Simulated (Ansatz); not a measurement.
CH₆AlN, singlet: a saddle search.

The input file, in.yaml:

```yaml
crystal:
  periodic: [false, false, false]
  atoms:
    - {symbol: Al, position_ang: [-1.617157, -0.236262, 0.019396]}
    - {symbol: N, position_ang: [0.000398, 0.337667, 0.441910]}
    - {symbol: C, position_ang: [1.260373, 0.039491, -0.204094]}
    - {symbol: H, position_ang: [-1.746856, -1.207152, -1.226023]}
    - {symbol: H, position_ang: [-2.826192, 0.260076, 0.914279]}
    - {symbol: H, position_ang: [0.117811, 0.957940, 1.229736]}
    - {symbol: H, position_ang: [1.967378, -0.458468, 0.470204]}
    - {symbol: H, position_ang: [1.751531, 0.938430, -0.595422]}
    - {symbol: H, position_ang: [1.092714, -0.631723, -1.049985]}
basis:
  gaussian: {orbitals: def2-SVP}
hamiltonian: {xc: pbe0, dispersion: d4}
saddle:
  max_steps: 30
  mode_guess:
    - [-0.3169, 0.0558, -0.2644]
    - [-0.1211, -0.3817, -0.0733]
    - [-0.0020, -0.0463, -0.0310]
    - [0.4608, 0.4945, 0.3958]
    - [0.0401, 0.0398, 0.0698]
    - [-0.0680, -0.1318, -0.0706]
    - [0.0313, -0.0165, -0.0361]
    - [-0.0543, -0.0162, 0.0399]
    - [0.0301, 0.0024, -0.0302]
```

Run by:

```bash
ansatz run in.yaml --threads 2 --pin off --events-out ev --progress --plain --max-ram 4352MiB
```

What Ansatz 0.2.0 printed:

```
Functional definition: PBE0
  name "PBE0"
  cite "Adamo & Barone, J. Chem. Phys. 110, 6158 (1999) doi:10.1063/1.478522"
  cite "Perdew, Burke & Ernzerhof, Phys. Rev. Lett. 77, 3865 (1996) doi:10.1103/PhysRevLett.77.3865"
  parent pbe
  parameter a = 0.25
  parameter kappa = 0.804
  parameter beta = 0.06672455060314922
  exchange = (1 - a)*pbe_x(kappa = kappa, mu = beta*pi^2/3) + a*exact_x
  correlation = pbe_c(beta = beta)
823 factors; integrals over basis functions are off by at most 2.8e-4 eV
mean field evaluation 1: about -9205.5478 eV, gradient 5.2e1 eV
mean field evaluation 2: about -9188.1667 eV, gradient 9.4e1 eV
mean field evaluation 4: about -9211.6524 eV, gradient 4.8e0 eV
mean field evaluation 8: about -9211.7045 eV, gradient 2.0e-2 eV
mean field -9211.70447719 eV, -338.5238956191 hartree, gradient 3.0e-5 eV, S^2 0.000000; 0 other end points of the search recorded, 0 dependent functions left out
the calculation of the forces begins
reference -9211.70450580 eV, -338.5238966705 hartree; 16, 16 occupied and 60, 60 virtual orbitals, 823 factors
these checks for a lower state are left out or cut short: stability, starts, cluster_reference, orbital_swaps, neighbouring_geometries, increment
823 factors; integrals over basis functions are off by at most 2.8e-4 eV
mean field evaluation 16: about -9211.7036 eV, gradient 3.0e-1 eV
mean field -9211.70379923 eV, -338.5238707044 hartree, gradient 1.6e-6 eV, S^2 0.000000; 0 other end points of the search recorded, 0 dependent functions left out
the calculation of the forces begins
reference -9211.70382783 eV, -338.5238717556 hartree; 16, 16 occupied and 60, 60 virtual orbitals, 823 factors
these checks for a lower state are left out or cut short: stability, starts, cluster_reference, orbital_swaps, neighbouring_geometries, increment
823 factors; integrals over basis functions are off by at most 2.8e-4 eV
mean field -9211.70192235 eV, -338.5238017305 hartree, gradient 1.4e-6 eV, S^2 0.000000; 0 other end points of the search recorded, 0 dependent functions left out
the calculation of the forces begins
reference -9211.70195095 eV, -338.5238027816 hartree; 16, 16 occupied and 60, 60 virtual orbitals, 823 factors
these checks for a lower state are left out or cut short: stability, starts, cluster_reference, orbital_swaps, neighbouring_geometries, increment
823 factors; integrals over basis functions are off by at most 2.8e-4 eV
mean field evaluation 32: about -9211.7088 eV, gradient 2.1e-6 eV
mean field -9211.70875965 eV, -338.5240529967 hartree, gradient 2.1e-6 eV, S^2 0.000000; 0 other end points of the search recorded, 0 dependent functions left out
the calculation of the forces begins
reference -9211.70878826 eV, -338.5240540481 hartree; 16, 16 occupied and 60, 60 virtual orbitals, 823 factors
[...]
saddle step  12: F+E_penalty+E_count = -9211.59628850 eV  max|allowed force component| = 7.263e-1 eV/Å  curvature = +2.6503 eV/Å²  mode residual = 2.27e0 eV/Å²  Δτ_max = 0.0601 Å  (1 rotations, 4 force calls, 66 SCF iters)  cluster: 3 rotations left out, max|force component along them| = 1.681e-7 eV/Å
saddle step  13: F+E_penalty+E_count = -9211.56322368 eV  max|allowed force component| = 7.857e-1 eV/Å  curvature = +2.5513 eV/Å²  mode residual = 2.65e0 eV/Å²  Δτ_max = 0.0542 Å  (1 rotations, 4 force calls, 60 SCF iters)  cluster: 3 rotations left out, max|force component along them| = 2.022e-7 eV/Å
saddle step  14: F+E_penalty+E_count = -9211.53492329 eV  max|allowed force component| = 8.132e-1 eV/Å  curvature = +2.4286 eV/Å²  mode residual = 2.19e0 eV/Å²  Δτ_max = 0.0695 Å  (1 rotations, 4 force calls, 68 SCF iters)  cluster: 3 rotations left out, max|force component along them| = 2.406e-7 eV/Å
saddle step  15: F+E_penalty+E_count = -9211.50754853 eV  max|allowed force component| = 8.509e-1 eV/Å  curvature = +2.3092 eV/Å²  mode residual = 2.93e0 eV/Å²  Δτ_max = 0.0570 Å  (1 rotations, 4 force calls, 62 SCF iters)  cluster: 3 rotations left out, max|force component along them| = 2.580e-7 eV/Å
saddle step  16: F+E_penalty+E_count = -9211.48692778 eV  max|allowed force component| = 8.495e-1 eV/Å  curvature = +2.1564 eV/Å²  mode residual = 2.15e0 eV/Å²  Δτ_max = 0.0760 Å  (1 rotations, 4 force calls, 67 SCF iters)  cluster: 3 rotations left out, max|force component along them| = 2.471e-7 eV/Å
saddle step  17: F+E_penalty+E_count = -9211.46651221 eV  max|allowed force component| = 8.628e-1 eV/Å  curvature = +2.0191 eV/Å²  mode residual = 3.09e0 eV/Å²  Δτ_max = 0.0625 Å  (1 rotations, 4 force calls, 62 SCF iters)  cluster: 3 rotations left out, max|force component along them| = 2.451e-7 eV/Å
saddle step  18: F+E_penalty+E_count = -9211.45408584 eV  max|allowed force component| = 8.334e-1 eV/Å  curvature = +1.8519 eV/Å²  mode residual = 2.12e0 eV/Å²  Δτ_max = 0.0794 Å  (1 rotations, 4 force calls, 67 SCF iters)  cluster: 3 rotations left out, max|force component along them| = 2.355e-7 eV/Å
saddle step  19: F+E_penalty+E_count = -9211.44139637 eV  max|allowed force component| = 8.240e-1 eV/Å  curvature = +1.7224 eV/Å²  mode residual = 3.04e0 eV/Å²  Δτ_max = 0.0683 Å  (1 rotations, 4 force calls, 62 SCF iters)  cluster: 3 rotations left out, max|force component along them| = 2.230e-7 eV/Å
saddle step  20: F+E_penalty+E_count = -9211.43615960 eV  max|allowed force component| = 7.761e-1 eV/Å  curvature = +1.5753 eV/Å²  mode residual = 2.07e0 eV/Å²  Δτ_max = 0.0802 Å  (1 rotations, 4 force calls, 66 SCF iters)  cluster: 3 rotations left out, max|force component along them| = 2.940e-7 eV/Å
saddle step  21: F+E_penalty+E_count = -9211.43067775 eV  max|allowed force component| = 7.528e-1 eV/Å  curvature = +1.4800 eV/Å²  mode residual = 2.82e0 eV/Å²  Δτ_max = 0.0707 Å  (1 rotations, 4 force calls, 62 SCF iters)  cluster: 3 rotations left out, max|force component along them| = 3.635e-7 eV/Å
saddle step  22: F+E_penalty+E_count = -9211.43160311 eV  max|allowed force component| = 7.002e-1 eV/Å  curvature = +1.3663 eV/Å²  mode residual = 2.02e0 eV/Å²  Δτ_max = 0.0804 Å  (1 rotations, 4 force calls, 67 SCF iters)  cluster: 3 rotations left out, max|force component along them| = 3.244e-7 eV/Å
saddle step  23: F+E_penalty+E_count = -9211.43355129 eV  max|allowed force component| = 6.741e-1 eV/Å  curvature = +1.3096 eV/Å²  mode residual = 2.57e0 eV/Å²  Δτ_max = 0.0727 Å  (1 rotations, 4 force calls, 62 SCF iters)  cluster: 3 rotations left out, max|force component along them| = 3.214e-7 eV/Å
saddle step  24: F+E_penalty+E_count = -9211.44249121 eV  max|allowed force component| = 6.268e-1 eV/Å  curvature = +1.2200 eV/Å²  mode residual = 2.01e0 eV/Å²  Δτ_max = 0.0820 Å  (1 rotations, 4 force calls, 67 SCF iters)  cluster: 3 rotations left out, max|force component along them| = 3.492e-7 eV/Å
saddle step  25: F+E_penalty+E_count = -9211.45486831 eV  max|allowed force component| = 6.012e-1 eV/Å  curvature = +1.1738 eV/Å²  mode residual = 2.42e0 eV/Å²  Δτ_max = 0.0791 Å  (1 rotations, 4 force calls, 61 SCF iters)  cluster: 3 rotations left out, max|force component along them| = 5.333e-7 eV/Å
saddle step  26: F+E_penalty+E_count = -9211.47575241 eV  max|allowed force component| = 5.578e-1 eV/Å  curvature = +1.0934 eV/Å²  mode residual = 2.05e0 eV/Å²  Δτ_max = 0.0860 Å  (1 rotations, 4 force calls, 67 SCF iters)  cluster: 3 rotations left out, max|force component along them| = 4.727e-7 eV/Å
saddle step  27: F+E_penalty+E_count = -9211.50125371 eV  max|allowed force component| = 5.296e-1 eV/Å  curvature = +1.0544 eV/Å²  mode residual = 2.34e0 eV/Å²  Δτ_max = 0.0860 Å  (1 rotations, 4 force calls, 61 SCF iters)  cluster: 3 rotations left out, max|force component along them| = 5.729e-7 eV/Å
saddle step  28: F+E_penalty+E_count = -9211.53400948 eV  max|allowed force component| = 4.862e-1 eV/Å  curvature = +0.9738 eV/Å²  mode residual = 2.08e0 eV/Å²  Δτ_max = 0.0906 Å  (1 rotations, 4 force calls, 67 SCF iters)  cluster: 3 rotations left out, max|force component along them| = 6.375e-7 eV/Å
saddle step  29: F+E_penalty+E_count = -9211.56781147 eV  max|allowed force component| = 4.537e-1 eV/Å  curvature = +0.9406 eV/Å²  mode residual = 2.28e0 eV/Å²  Δτ_max = 0.0902 Å  (1 rotations, 4 force calls, 62 SCF iters)  cluster: 3 rotations left out, max|force component along them| = 7.194e-7 eV/Å
saddle step  30: F+E_penalty+E_count = -9211.60279501 eV  max|allowed force component| = 4.128e-1 eV/Å  curvature = +0.8731 eV/Å²  mode residual = 2.09e0 eV/Å²  Δτ_max = 0.0922 Å  (1 rotations, 4 force calls, 67 SCF iters)  cluster: 3 rotations left out, max|force component along them| = 7.098e-7 eV/Å
Error: the saddle search did not converge after 30 steps: max|allowed force component| = 4.13e-1 eV/Å (threshold 5.0e-2). At the last step the curvature along the mode is +0.873 eV/Å² (extrapolated from the last rotation, not read by a force call), not resolved as negative, so the search is still climbing. That curvature's residual is 2.09e0 eV/Å². Where the curvature misses the negative of `saddle.curvature_tol` by less than that, a larger `saddle.rotation.max_rotations` or a tighter `saddle.rotation.residual_tol` may find a negative one. To go on, start nearer the saddle, give a better `saddle.mode_guess`, or set a larger `saddle.max_steps` (a set value also replaces the default of 250 for a search that goes on from a second negative curvature), or search again from the last step's geometry and mode. From 29 of its steps before the last this search moved with no negative curvature along its mode to follow. A search started from a geometry of this one does not count those moves and, where it converges, warns only of its own. With `saddle.order_check` unset, a search from the last step can check the order less strictly than this one. `saddle.order_check: true` asks for the full check and warns where it cannot tell. Where this run's directory can be resumed (`checkpoint.write`), a resume goes on for up to `saddle.max_steps` more
F+E_penalty+E_count at the last step = -9211.60279501 eV
to start another search from the last step: its geometry and its mode (saddle.mode_guess, Cartesian), with saddle.order_check: true (the message says why):
  atoms:
    - { symbol: Al, position_ang: [-1.57529895, 0.06052435, -0.00880035] }
    - { symbol: N, position_ang: [0.03605531, 0.02344815, 0.74074043] }
    - { symbol: C, position_ang: [1.15023598, -0.11105545, -0.18917339] }
    - { symbol: H, position_ang: [-1.34037938, -0.25190373, -1.55199802] }
    - { symbol: H, position_ang: [-2.93072134, 0.43881324, 0.73306763] }
    - { symbol: H, position_ang: [0.30878046, 0.25914845, 1.68660148] }
    - { symbol: H, position_ang: [1.97667123, 0.57578010, 0.06288716] }
    - { symbol: H, position_ang: [0.80796699, 0.14105396, -1.20889626] }
    - { symbol: H, position_ang: [1.56668970, -1.13581006, -0.26442769] }
  mode_guess:
    - [0.02866984, 0.05454343, 0.02822813]
    - [-0.01672637, -0.18706236, 0.07686952]
    - [-0.08460222, -0.04842698, -0.03172755]
    - [0.56780665, 0.26853619, 0.05881687]
    - [-0.01424128, 0.08599605, -0.02639593]
    - [0.01061574, -0.12975297, 0.07443749]
    - [-0.24828838, 0.26158194, -0.28185703]
    - [-0.39749886, -0.33187175, -0.01096936]
    - [0.15426487, 0.02645644, 0.11259785]
  order_check: true


[the SCF lines of later steps are left out]
```

The lines “mean field evaluation” count trial sets of orbitals through the whole run, from several starts and some on an approximate energy, so they need not fall steadily or lie above the final value.

The run took about 110 s on 2 CPU threads of an Intel Xeon Platinum 8488C (shared host).


The run did not converge within its limit. The search was started at a minimum, where no curvature is negative.